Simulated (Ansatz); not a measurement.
System: fluorite CdF2. Method: PBE0 in Ansatz (plane waves, PAW).

Run with plane-wave cutoff 500 eV, 8×8×8 k mesh, gaussian smearing 0.02 eV, scalar-relativistic PAW data made under PBE.

The cell is the one relaxed with r²SCAN: a = b = c = 5.389 Å, α = β = γ = 90.00°.

### Question
Predict the band gap.

### Answer

band gap: 5.96 eV (on the SCF k mesh)

Measured, for comparison: band gap 7.8 eV (temperature not stated, not corrected to a static lattice, indirect W–Γ; as tabulated in Cappellini et al. (2013), arXiv:1302.2571).

Note: cell and atoms aren't relaxed at this level (pressure 1.5 GPa).

Spin–orbit coupling is not included.

The computed numbers hold no vibrational or temperature effects.

The result took roughly 70 core-seconds.

Ansatz is an electronic-structure program.
